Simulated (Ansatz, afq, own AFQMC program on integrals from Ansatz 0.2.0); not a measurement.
Integrals from Ansatz 0.2.0, then the random walk in our own AFQMC program (afq).

```yaml
crystal:
  periodic: [false, false, false]
  atoms:
    - {symbol: N, position_ang: [-0.038876, -0.169066, 0.854990]}
    - {symbol: C, position_ang: [0.150204, 0.132671, -0.964384]}
    - {symbol: H, position_ang: [-0.365463, 0.960344, 1.475368]}
    - {symbol: H, position_ang: [-0.884146, -0.191860, -1.864940]}
basis:
  gaussian: {orbitals: cc-pVDZ}
magnetization: {spin_polarized: false, initial_magnetization: 3}
correlation: {method: ccsd_t, electrons: outside_noble_gas, hamiltonian_folder: ham}
```

```sh
$ ansatz run in.yaml --threads 1 --pin off --events-out ev --progress --plain --max-ram 1382MiB
```

Options of the walk:

```
--method phaseless --trial cisd --walkers 60 --populations 1 --least-time 40 --time-step 0.005 --steps-per-block 50 --equilibration-blocks 40 --max-blocks 300 --target-error 0.0008 --factor-cut 1e-05 --start spin_pure --seed 3036 --release-times 0.24,0.51,0.99,1.62,2.4 --release-step 0.03 --release-every 4 --taylor-order 6
```

Times are imaginary, in 1/Eh. The walk had a cap of 1161 s.

Output of the walk:

```
orbitals 36  electrons 7 4  factors 263 of 360
reference energy -93.17106577 Eh
CCSD correlation -0.28649393 Eh in 17 cycles, weight of the determinant in the CISD state 0.8510
energy of the start -93.457559 Eh
 block  time / (1/Eh)  mean weight  energy / Eh
     1     0.250  0.9968  -93.453221
     2     0.500  0.9996  -93.457890
     3     0.750  0.9972  -93.455437
     4     1.000  1.0005  -93.456083
     5     1.250  1.0005  -93.458827
    10     2.500  1.0007  -93.470490
    31     7.750  0.9987  -93.461536
    41    10.250  1.0006  -93.491446
    56    14.000  0.9989  -93.464342
    81    20.250  0.9992  -93.468150
   106    26.500  0.9999  -93.465625
   131    32.750  1.0005  -93.467910
   156    39.000  0.9998  -93.472846
   181    45.250  1.0017  -93.468484
   186    46.500  0.9994  -93.460354
   206    51.500  1.0005  -93.473700
   216    54.000  1.0005  -93.467234
blocks merged  error / Eh  count
     1  0.000562  180
     2  0.000666  90
     4  0.000765  45
     8  0.000772  22
    16  0.000952  11
released: time / (1/Eh)  energy / Eh  error  mean overlap
  0.24  -93.468560  0.000812  1.0076
  0.51  -93.468729  0.000713  1.0090
  0.99  -93.469344  0.000772  1.0014
  1.62  -93.472085  0.000907  0.9665
  2.40  -93.469979  0.001215  0.9785
energy -93.469047 +/- 0.000772 Eh
(rows thinned)
```

The run passed its tests (sampling time, drift between the halves within three errors, error under three times the target), which doesn't prove that it has relaxed.

Against this walk (error 21.0 meV) on the same determinant: CCSD(T) 26.4 meV higher (within the noise), CCSDT(Q) 50.0 meV lower. The error is statistical and leaves out the bias of the constraint. Released to 2.40 1/Eh the energy moves by -25 ± 39 meV (both errors), within twice the noise.

Cautions: constraint bias not in the error; lower spins were not checked; higher spins were not checked; a spin-contaminated unrestricted determinant lies lower (UHF 382 meV lower, ⟨S²⟩ 3.93).

The walk took 3.6 min on 1 thread of Arm Neoverse V2, with other jobs on the host. The log's last line is the phaseless energy.

CCSDT and higher add their correlation energy to the determinant of the CCSD(T) run, since their own runs factorise the integrals more tightly (a shift of under 2 meV).
